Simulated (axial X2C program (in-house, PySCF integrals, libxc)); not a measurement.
# O₂ along the bond: PW91, with spin–orbit coupling

Computed with an in-house relativistic program for diatomic molecules. Two-component (2c) means X2C with spin–orbit coupling and atomic mean-field two-electron Coulomb and Gaunt terms. Basis: O dyall-av4z [8s7p4d3f2g] (cores contracted in-house); Gaussian nuclei, density fitting, unrestricted open shells. Masses: O 15.995 u.

State: Ω = 1 (⟨Sz⟩ = 1.00, ⟨Lz⟩ = 0.00 at PW91).

Results along the bond:

| R (Å) | HOMO (eV) | LUMO (eV) |
| --- | --- | --- |
| 1.039 | -5.17 | -2.88 |
| 1.087 | -5.73 | -3.42 |
| 1.122 | -6.11 | -3.80 |
| 1.158 | -6.46 | -4.15 |
| 1.194 | -6.78 | -4.47 |
| 1.236 | -7.12 | -4.82 |
| 1.278 | -7.42 | -5.14 |
| 1.331 | -7.77 | -5.50 |
| 1.397 | -8.14 | -5.88 |
| 1.492 | -8.57 | -6.35 |
| 1.624 | -9.01 | -6.83 |
| 1.791 | -9.05 | -7.27 |

The state is one determinant whose occupation by symmetry is held fixed; it was picked as the lowest of a PBE0 search that is not exhaustive. Density functionals use the spin component along the axis (collinear). With several unpaired electrons one determinant need not be a pure state. Open-shell Ω = 0 determinants with evenly filled partner blocks cannot be reached by this program, so the Ω shown need not be the lowest component. This is the Ω = 1 component of a π² triplet; the 0⁺ component is not one determinant and can lie lowest.
